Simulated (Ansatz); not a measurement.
# CH3N2: the cost of one run

Computed with Ansatz 0.2.0, Gaussian basis. Level: single points in def2-TZVPP.

Correlated methods freeze the cores.

### Step 1. Starting geometry

SMILES `N=C=[NH2+]`, 6 atoms, charge 1, spin multiplicity 1.

Atoms are counted from 1 here; the program's logs count them from 0.

Bond lengths: N1–C2 1.143 Å, N1–H4 0.997 Å, C2–N3 1.278 Å, N3–H5 1.031 Å, N3–H6 1.017 Å. Angles: C2–N1–H4 176.5°, N1–C2–N3 173.3°, C2–N3–H5 118.0°, C2–N3–H6 116.5°, H5–N3–H6 122.7°.

Geometry (Å):

```xyz
6

N    -1.19561   -0.41509   -0.61604
C    -0.19495   -0.14558   -0.13339
N     0.84917    0.26397    0.47932
H    -2.06472   -0.70393   -1.01003
H     1.73606    0.29850   -0.04442
H     0.69476    0.79141    1.33445
```

### Step 2. PBE-D4/def2-TZVPP

run/in.yaml reads:

```yaml
crystal:
  periodic: [false, false, false]
  atoms:
    - {symbol: N, position_ang: [-1.195612, -0.415087, -0.616037]}
    - {symbol: C, position_ang: [-0.194946, -0.145578, -0.133393]}
    - {symbol: N, position_ang: [0.849170, 0.263972, 0.479318]}
    - {symbol: H, position_ang: [-2.064722, -0.703930, -1.010033]}
    - {symbol: H, position_ang: [1.736057, 0.298504, -0.044420]}
    - {symbol: H, position_ang: [0.694759, 0.791407, 1.334451]}
basis:
  gaussian: {orbitals: def2-TZVPP}
total_charge: 1
hamiltonian: {xc: pbe, dispersion: d4}
output: {forces: true}
```

Command:

```
ansatz run in.yaml --threads 1 --pin off --events-out ev --progress --plain --max-ram 4352MiB
```

**Question.** How long does this run take on 1 thread of Intel Xeon at 2.30GHz, shared host?

About 1.4 s.
